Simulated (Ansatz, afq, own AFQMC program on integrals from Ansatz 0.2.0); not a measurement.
## Atomization energy of TiF$_{2}$, singlet, worked out

```xyz
3

Ti    0.0000    0.0000    0.0000
F     0.0000    0.0000   -1.8248
F     0.0000    0.0000    1.8248
```

Connectivity, by distances: F–Ti–F.

Basis def2-SVP. Only valence electrons are correlated. Integrals, coupled cluster, full CI and functionals: Ansatz 0.2.0; the random walks run on the same integrals in our own AFQMC program. ph-AFQMC/CISD is guided by a CISD state made of CCSD amplitudes; releasing the constraint for a short imaginary time cuts its bias at the price of noise, slowly where states lie close. Uncertainties: one standard error, sampling alone. The metal's outer-core s and p shells are frozen, which shifts wave-function levels against functionals.

Total energies in eV. CBS is CCSD(T) at the limit of def2-TZVPP/QZVPP (extrapolated itself); the highest rung of each member is named.

Cautions: no relativity below Rb; outer-core shells of the metal frozen; TiF₂ (singlet): higher spins were not checked, restricted determinant unstable towards unrestricted (UHF 791 meV lower, ⟨S²⟩ 1.00), the ph-AFQMC/HF walk drifts between its halves (2.2 errors).

```json
{"member": "Ti (triplet)", "count": "+1", "CCSD(T)/def2-SVP": "-23084.1945", "highest rung in def2-SVP": "-23084.2067", "which": "FCI", "CCSD(T)/CBS": "-23088.1116"}
{"member": "F (doublet)", "count": "+2", "CCSD(T)/def2-SVP": "-2705.7565", "highest rung in def2-SVP": "-2705.7621", "which": "FCI", "CCSD(T)/CBS": "-2712.1062"}
{"member": "TiF₂, singlet", "count": "-1", "CCSD(T)/def2-SVP": "-28505.7516", "highest rung in def2-SVP": "-28505.8543", "which": "CCSDT(Q)", "CCSD(T)/CBS": "-28523.5606"}
```

**Question.** Work out the best estimate of the atomization energy: the CCSD(T)/CBS difference plus the step from CCSD(T) to the highest rung.

**Answer.** Sums with the counts: CCSD(T)/CBS 11.2366 eV, highest rung 10.1234 eV, CCSD(T)/def2-SVP 10.0441 eV. The step is 10.1234 − 10.0441 = 0.0793 eV, so the best estimate is 11.2366 + (0.0793) = 11.3159 eV = 261.0 kcal/mol. The basis set is worth 1.192 eV of it. Zero-point, core-correlation and spin–orbit terms aren't in it. Past Ne the Hartree–Fock part of each CBS total tends to overshoot, since the cores don't follow the formula; that largely cancels in the difference.

Best estimates are given only where the step beyond CCSD(T) is under 0.3 eV and no member's determinant is very poor (T1 over 0.05, or 0.07 for open shells, ⟨S²⟩ too high by 0.3, two states mixed), so the hardest cases are missing from such tables.

CCSDT and higher add their correlation energy to the determinant of the CCSD(T) run, since their own runs factorise the integrals more tightly (a shift of under 2 meV). Each member of a difference takes its own highest rung, so a best estimate needn't equal the limit plus the step of one row.
